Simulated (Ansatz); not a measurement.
Reaction (SMILES): [CH]=O (CH-O) → C atom + H atom + O atom
B3LYP-D3(BJ)/def2-TZVP geometries, fixed; electronic energies without zero-point terms.

Effect of a fitting basis named in the input at PBE0/def2-TZVPP with Ansatz (a program for electronic structure), against the last row, where the atomisation energy is 280.41 kcal/mol. Open shells are unrestricted. The default fits or decomposes integrals by the program's own choice; accuracy: high also tightens integrals, grids and stops.

```json
[
 {"setting": "fitting: def2-SV(P)-JKFIT", "largest shift of a total energy (mEh)": "-0.026", "shift of the atomisation energy (kcal/mol)": "-0.020"},
 {"setting": "fitting: def2-universal-JKFIT", "largest shift of a total energy (mEh)": "-0.026", "shift of the atomisation energy (kcal/mol)": "-0.020"},
 {"setting": "fitting: cc-pVTZ-JKFIT", "largest shift of a total energy (mEh)": "0.009", "shift of the atomisation energy (kcal/mol)": "-0.009"},
 {"setting": "fitting: cc-pVQZ-JKFIT", "largest shift of a total energy (mEh)": "-0.003", "shift of the atomisation energy (kcal/mol)": "-0.001"},
 {"setting": "fitting: cc-pV5Z-JKFIT", "largest shift of a total energy (mEh)": "-0.004", "shift of the atomisation energy (kcal/mol)": "0.000"},
 {"setting": "accuracy: high", "largest shift of a total energy (mEh)": "-0.002", "shift of the atomisation energy (kcal/mol)": "0.000"},
 {"setting": "accuracy: medium (default)", "largest shift of a total energy (mEh)": "0.000", "shift of the atomisation energy (kcal/mol)": "0.000"}
]
```

Within 0.02 kcal/mol in the atomisation energy: fitting: cc-pVTZ-JKFIT; fitting: cc-pVQZ-JKFIT; fitting: cc-pV5Z-JKFIT; accuracy: high. The largest shift is 0.026 mEh in a total energy and 0.020 kcal/mol in the difference.
